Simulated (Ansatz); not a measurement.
Input file:

```yaml
crystal:
  periodic: [false, false, false]
  atoms:
    - {symbol: Si, position_ang: [0.000000, 0.000000, 0.000000]}
    - {symbol: B, position_ang: [0.000000, 0.000000, 2.117000]}
basis:
  gaussian: {orbitals: "6-31G*"}
magnetization: {spin_polarized: false, initial_magnetization: 1}
correlation: {method: fic_nevpt4_sd, electrons: valence, active_space: {window: {electrons: 1, orbitals: 2}}}
accuracy: high
```

```sh
$ ansatz run in.yaml --threads 1 --pin off --events-out ev --progress --plain --max-ram 2393MiB
```

Log:

```
589 factors; integrals over basis functions are off by at most 3.5e-9 eV
mean field evaluation 1: about -8525.4710 eV, gradient 9.8e0 eV
mean field evaluation 2: about -8525.4830 eV, gradient 9.8e0 eV
mean field evaluation 4: about -8526.2004 eV, gradient 1.3e0 eV
mean field evaluation 8: about -8526.2308 eV, gradient 3.6e-1 eV
mean field evaluation 16: about -8526.2384 eV, gradient 4.8e-1 eV
mean field evaluation 32: about -8526.2446 eV, gradient 3.0e-6 eV
mean field evaluation 64: about -8526.4272 eV, gradient 7.7e0 eV
mean field evaluation 96: about -8526.2429 eV, gradient 1.9e-1 eV
mean field evaluation 128: about -8527.2467 eV, gradient 1.6e-8 eV
mean field evaluation 160: about -8527.2716 eV, gradient 5.1e-1 eV
mean field evaluation 192: about -8526.2428 eV, gradient 1.9e-1 eV
mean field evaluation 224: about -8527.1041 eV, gradient 3.8e0 eV
mean field evaluation 256: about -8526.2353 eV, gradient 1.6e-1 eV
mean field evaluation 288: about -8527.2871 eV, gradient 2.7e-8 eV
mean field -8527.28707378 eV, -313.3720199587 hartree, gradient 2.7e-8 eV, S^2 0.750000; 16 other end points of the search recorded, 0 dependent functions left out
reference -8527.28707378 eV, -313.3720199587 hartree; 10, 9 occupied and 24, 25 virtual orbitals, 589 factors
state -8527.28707378 eV, -313.3720199587 hartree
state -8527.28707378 eV, -313.3720199587 hartree; corrected -8531.19473774 eV, -313.5156239604 hartree
state -8527.24670927 eV, -313.3705365904 hartree
state -8527.24670927 eV, -313.3705365904 hartree; corrected -8531.56342675 eV, -313.5291730315 hartree
state -8527.24670927 eV, -313.3705365904 hartree; corrected -8531.56342675 eV, -313.5291730315 hartree
WARN: 1 active orbitals are nearly empty or full. The corrections depend on them more than the energy does, and are more stable in an active space without them
WARN: the results are in doubt because another end's mean lies 0.040 eV lower, and its corrected mean 0.369 eV higher
Total energy: -8531.56342675 eV, -313.5291730315 hartree
In doubt: another end's mean lies 0.040 eV lower, and its corrected mean 0.369 eV higher
```

Ran on 1 thread of AMD EPYC 7B13, shared host: 2.7 s wall, 0.2 GiB peak host memory.
